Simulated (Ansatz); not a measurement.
Start from `CC(N)(F)C=O` and change one atom or group to get `CC(C)(F)C=O`.

Ansatz, PBE0-D4/def2-TZVP geometries, multiplicity 1. Each molecule was computed in one conformer, which needn't be the lowest.

```
                                        property  `CC(N)(F)C=O`
size of the dipole moment (B3LYP/def2-TZVPP) / D           3.43
               HOMO energy (PBE/def2-TZVPP) / eV          -6.02
  size of the dipole moment (PBE/def2-TZVPP) / D           3.25
             LUMO energy (B3LYP/def2-TZVPP) / eV          -1.29
            HOMO–LUMO gap (PBE0/def2-TZVPP) / eV           6.64
               LUMO energy (PBE/def2-TZVPP) / eV          -2.19
```

**Question.** Give the same properties after the change, and the shifts. (Estimate.)

**Answer.** Computed: 
```csv
property,`CC(C)(F)C=O`,shift
size of the dipole moment (B3LYP/def2-TZVPP) / D,1.40,-2.03
HOMO energy (PBE/def2-TZVPP) / eV,-6.09,-0.07
size of the dipole moment (PBE/def2-TZVPP) / D,1.37,-1.88
LUMO energy (B3LYP/def2-TZVPP) / eV,-1.42,-0.13
HOMO–LUMO gap (PBE0/def2-TZVPP) / eV,6.55,-0.09
LUMO energy (PBE/def2-TZVPP) / eV,-2.31,-0.12
```

With PBE0 the HOMO falls by 0.05 eV and the LUMO falls by 0.13 eV, so the gap narrows by about 0.08 eV. PBE moves the HOMO by -0.07 eV and ωB97M-V by -0.03 eV. Dipoles are sizes alone; their direction can turn.

B3LYP here is the variant with VWN-RPA as its local correlation; programs differ in this.
